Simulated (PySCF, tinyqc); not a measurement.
CCSD on RHF in the sto-3g basis, frozen core, for BH, spin multiplicity 1, step by step. The lowest restricted solution is unstable here: a spin-polarised one lies 0.0086 hartree lower (PySCF). One step of it, computed by the program tinyqc.

Problem. CCSD: starting amplitudes. t_ij^ab = <ij||ab> / (e_i + e_j - e_a - e_b), whose energy is MP2.

orbital energies (hartree): MO1 -7.348460, MO2 -0.536943, MO3 -0.248548, MO4 0.266981, MO5 0.266981, MO6 0.592588

Two-electron integrals over orbitals (pq|rs), unique and non-zero (hartree); the lowest 1 orbital is frozen and left out:
```
(22|22) 0.543223    (32|22) -0.064744   (32|32) 0.085540    (33|22) 0.424961
(33|32) 0.049395    (33|33) 0.536710    (42|42) 0.064907    (43|42) 0.044652
(43|43) 0.057751    (44|22) 0.456457    (44|32) 0.057572    (44|33) 0.490566
(44|44) 0.586773    (52|52) 0.064907    (53|52) 0.044652    (53|53) 0.057751
(54|54) 0.031630    (55|22) 0.456457    (55|32) 0.057572    (55|33) 0.490566
(55|44) 0.523513    (55|55) 0.586773    (62|22) -0.016932   (62|32) -0.051168
(62|33) -0.018018   (62|44) -0.093762   (62|55) -0.093762   (62|62) 0.116927
(63|22) -0.042538   (63|32) 0.073840    (63|33) 0.068461    (63|44) 0.054369
(63|55) 0.054369    (63|62) -0.058487   (63|63) 0.089958    (64|42) -0.034458
(64|43) -0.009055   (64|64) 0.030515    (65|52) -0.034458   (65|53) -0.009055
(65|65) 0.030515    (66|22) 0.548289    (66|32) -0.064166   (66|33) 0.456902
(66|44) 0.463775    (66|55) 0.463775    (66|62) 0.001857    (66|63) -0.040853
(66|66) 0.589753
```

Give: Starting amplitudes; correlation energy.

Solution.

Starting amplitudes (spin orbitals 1a, 1b, ...; amplitudes related by a flip of all spins are not repeated):
```
from      to       t
3a 3b  5a 5b  -0.056
3a 3b  4a 4b  -0.056
3a 3b  6a 6b  -0.053
2a 2b  6a 6b  -0.052
2a 2b  5a 5b  -0.040
2a 2b  4a 4b  -0.040
2a 3b  5a 5b  -0.034
2a 3b  4a 4b  -0.034
2a 3b  6a 6b   0.030
```

correlation energy = -0.03209 hartree
